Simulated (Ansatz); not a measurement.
Frontier orbitals of CH4MgO (`[CH3][Mg][OH]`).

```xyz
7

C    -1.100    0.768   -0.191
Mg    0.582   -0.408    0.102
O     2.012   -1.410    0.352
H    -1.251    1.468    0.637
H    -2.006    0.161   -0.273
H    -1.022    1.361   -1.107
H     2.785   -1.941    0.481
```

The species carries charge 0 and has multiplicity 1. Correlated methods include outer-core shells of Mg, which these sets cover unevenly. The structure was optimised at the PBE0-D4/def2-TZVP level. It is one conformer, not always the lowest. Basis def2-TZVPP, Ansatz.

```json
{"functional": "PBE", "HOMO (eV)": "-6.09", "LUMO (eV)": "-1.40", "gap (eV)": "4.69"}
{"functional": "revPBE", "HOMO (eV)": "-6.00", "LUMO (eV)": "-1.32", "gap (eV)": "4.68"}
{"functional": "PBE0", "HOMO (eV)": "-7.26", "LUMO (eV)": "-0.71", "gap (eV)": "6.55"}
{"functional": "r2SCAN0", "HOMO (eV)": "-7.36", "LUMO (eV)": "-0.42", "gap (eV)": "6.94"}
{"functional": "BHLYP", "HOMO (eV)": "-8.35", "LUMO (eV)": "-0.20", "gap (eV)": "8.15"}
{"functional": "ωB97M-V", "HOMO (eV)": "-9.52", "LUMO (eV)": "0.45", "gap (eV)": "9.97"}
```

(1) What is the vertical ionisation energy at frozen-core CCSD(T)/def2-TZVPP? (An estimate is asked.)

## Answers

(1) Computed: 9.64 eV (T1 of the cation 0.011).

Against PBE, PBE0 changes HOMO and LUMO by −1.16 and +0.70 eV, ωB97M-V by −3.43 and +1.85 eV. A gap of 4.69 eV thus becomes 9.97 eV for the same molecule, so an orbital gap means little without its functional. A positive LUMO is unbound and depends on the basis. −ε(HOMO) differs from that ionisation energy by −3.55 eV with PBE and −0.11 eV with ωB97M-V.
